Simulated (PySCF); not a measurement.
Molecule: SMILES Cn1cccn1, C₄H₆N₂.

Cartesian coordinates in Å; atom numbers follow the order of the lines, from 1:
```xyz
12

C    -1.869    0.006    0.008
N    -0.431   -0.069   -0.017
C     0.446    0.962   -0.077
C     1.710    0.405   -0.104
C     1.472   -0.985   -0.056
N     0.175   -1.254   -0.005
H    -2.213    0.651    0.831
H    -2.265    0.393   -0.943
H    -2.244   -1.011    0.166
H     0.110    1.997   -0.094
H     2.663    0.927   -0.148
H     2.196   -1.800   -0.055
```

Geometry PBE0-D3(BJ)/def2-SVP throughout; GIAO in PySCF, gas phase, one conformer, non-relativistic; equivalent atoms averaged; basis pcSseg-2.

Question: How do the absolute shieldings σ depend on the functional? (a selection of nuclei; ppm; last column core-seconds on 1 thread of an Arm Neoverse V1, shared host; the GGAs took longer than the global hybrids here, which isn't the general rule, and the cause wasn't traced)

Answer: 
```csv
functional,kind,C5,C3,C4,C1,N6,N2,H10,H11,H7/H8/H9,core-s
KT2,GGA,48.4,58.7,75.8,142.1,-70.5,40.4,23.87,24.78,27.25,52
KT3,GGA,48.3,58.7,76.0,141.0,-68.1,42.2,24.07,24.98,27.46,53
B97-D,GGA,40.3,51.4,68.2,138.0,-78.7,34.6,24.13,24.99,27.49,54
B3LYP,global hybrid,33.5,44.5,63.6,138.5,-97.9,26.7,24.03,24.93,27.49,36
PBE0,global hybrid,38.7,49.1,68.6,143.7,-90.5,33.7,23.84,24.73,27.36,35
mPW1PW91,global hybrid,37.7,48.1,67.7,143.0,-92.2,32.6,23.90,24.80,27.42,36
```

Question: Which nucleus among those listed moves most, in ppm?

Answer: N6 (pyridine-type nitrogen of an azole): from -97.9 ppm with B3LYP to -68.1 ppm with KT3. The smallest spread is 0.24 ppm, at H7/H8/H9. Proton shifts span only some 12 ppm, so a few tenths of a ppm matter as much there as several ppm in carbon.
